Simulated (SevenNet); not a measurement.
## 1T (CdI2-type) PtS2

Calculation: the machine-learned potential SevenNet-0 (trained on PBE and PBE+U data).

Cell (relaxed at this level):

```
CELL_PARAMETERS angstrom
      3.57935     0.00000     0.00000
     -1.78967     3.09981     0.00000
      0.00000     0.00000     5.77707
ATOMIC_POSITIONS crystal
  Pt 0.00000 0.00000 0.00000
  S  0.33333 0.66667 0.21380
  S  0.66667 0.33333 0.78620
```

```json
{
 "lattice_constant_a": "3.579 Å",
 "lattice_parameter_c": "5.777 Å"
}
```

Measured, for comparison: lattice constant a 3.542 Å (temperature not stated, no zero-point or thermal correction; as tabulated in Björkman (2014), arXiv:1406.2436); lattice parameter c 5.036 Å (temperature not stated, zero-point anharmonic expansion removed (computed with revB86b-DF2); no thermal correction; as tabulated in Björkman (2014), arXiv:1406.2436). Computed (rounded) less measured: lattice constant a +1.0 %, lattice parameter c +14.7 %.

A machine-learned potential is trained on density-functional data: it inherits that level's misses and adds fitting errors of its own.

Note: the model's c/a of 1.61 is far from the 1.42 of the starting cell; this model's volume lies 17 % above that of the starting cell (a measured, published or database cell).
